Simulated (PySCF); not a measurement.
From results back to the method.

Compound: (CH3)2PPF2, C₂H₆F₂P₂.
SMILES: `CP(C)P(F)F`

The closed-shell ground state was solved 4 times with PySCF (density fitting, gas phase), always with PBE0, in these basis sets: 6-31G, 6-31G*, STO-3G and def2-TZVP. Isolated species at its PBE0-D3(BJ)/def2-SVP geometry (one conformer only).

| row | total energy (Eh) | HOMO (eV) | LUMO (eV) | dipole (D) |
| --- | --- | --- | --- | --- |
| P | -961.6777 | -6.52 | -0.28 | 2.89 |
| Q | -961.8826 | -6.68 | -0.66 | 2.91 |
| R | -961.5252 | -6.80 | -0.48 | 3.90 |
| S | -950.1733 | -2.89 | 5.12 | 1.12 |

Task: Which basis belongs to which row?

Result: P = 6-31G*, Q = def2-TZVP, R = 6-31G, S = STO-3G. From the lowest total energy up: def2-TZVP (234 functions) 0 eV; 6-31G* (104 functions) +5.58 eV; 6-31G (74 functions) +9.72 eV; STO-3G (44 functions) +318.62 eV.

Shape of the structure used: `[CH3:1][P:2]([CH3:3])[P:4]([F:5])[F:6]`: C1–P2–P4–F5 72°.
